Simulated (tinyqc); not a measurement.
Pariser-Parr-Pople SCF with singles CI, for the molecule O=CC=O (SMILES; centres numbered as the heavy atoms are written), step by step. One step of it, computed by the program tinyqc.

Question. PPP integrals. Ohno: gamma = 14.399645/sqrt(R^2 + a^2), a = 2 x 14.399645/(gamma_rr + gamma_ss); H_rr = -W_r - sum_(s != r) z_s gamma_rs; H_rs = beta for bonds.

Centres (angstrom, eV; a flat drawing with bonds scaled to 1.40 angstrom):

| centre | x | y | core charge z | W | gamma_rr |
|---|---|---|---|---|---|
| 1O | 1.848000 | -0.127000 | 1 | 17.700000 | 15.200000 |
| 2C | 0.559000 | 0.421000 | 1 | 11.160000 | 11.130000 |
| 3C | -0.559000 | -0.421000 | 1 | 11.160000 | 11.130000 |
| 4O | -1.848000 | 0.127000 | 1 | 17.700000 | 15.200000 |

Resonance integrals (eV):

| i | j | beta |
|---|---|---|
| 1 | 2 | -2.840000 |
| 2 | 3 | -2.700000 |
| 3 | 4 | -2.840000 |

Give: repulsion gamma_rs; core matrix H.

Answer.

repulsion gamma_rs (eV):
```
        1O      2C      3C      4O
1O  15.200   8.103   5.413   3.766
2C   8.103  11.130   7.555   5.413
3C   5.413   7.555  11.130   8.103
4O   3.766   5.413   8.103  15.200
```

core matrix H (eV):
```
         1O       2C       3C       4O
1O  -34.982   -2.840    0.000    0.000
2C   -2.840  -32.231   -2.700    0.000
3C    0.000   -2.700  -32.231   -2.840
4O    0.000    0.000   -2.840  -34.982
```
